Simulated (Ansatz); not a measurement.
**Point defect: Pt interstitial in Pt**

Computed with DFT r2SCAN, scalar-relativistic, plane waves, PAW in Ansatz 0.2.0. (500 eV cutoff, 4×4×4 k-mesh, Gaussian smearing of 0.10 eV, no spin polarisation)

Host crystal, relaxed:

```xyz
1
Lattice="0.0000 1.9701 1.9701 1.9701 0.0000 1.9701 1.9701 1.9701 0.0000" Properties=species:S:1:pos:R:3 pbc="T T T"
Pt    0.0000    0.0000    0.0000
```

Supercell of 27 atoms, rows in host cell vectors: 3 -3 0; 3 0 -3; 3 0 0. Atoms relax at the host's cell from a start displaced at random by 0.06 Å near the defect, so other minima may exist. The cell is small, so energies carry finite-size errors of tenths of an eV. The host is a metal. Atoms are taken from and returned to the elements' standard states.

Spin-orbit coupling is left out, which matters for the bands and energies of heavy elements.

Defect: Pt interstitial set at (0.500, 0.500, 0.500) of the host cell. Before relaxation its nearest neighbours are 6 Pt at 1.97 Å.

```tsv
charge	E_f at the valence band top (eV)	moment (μB)	largest move (Å)	atoms near the site
0	8.12	0.00	0.39	6 Pt at 2.36 Å
```

Cost: 2 runs of about 2.5 core-hours in all, on Intel Xeon Processor @ 2.70GHz (shared hosts).